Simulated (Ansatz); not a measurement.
Task: Name a neutral molecule of Al, S and H with LUMO energy (ωB97M-V/def2-TZVPP) between -0.15 and 0.15 eV and HOMO energy (B3LYP/def2-TZVPP) between -8.05 and -7.75 eV (Ansatz, PBE0-D4/def2-TZVP geometry).

Result: `[AlH2][S][AlH2]` (0.00 eV, -7.89 eV). Other molecules can fit too; these were computed, each in one conformer that needn't be the lowest.

B3LYP here is the variant with VWN-RPA as its local correlation; programs differ in this.
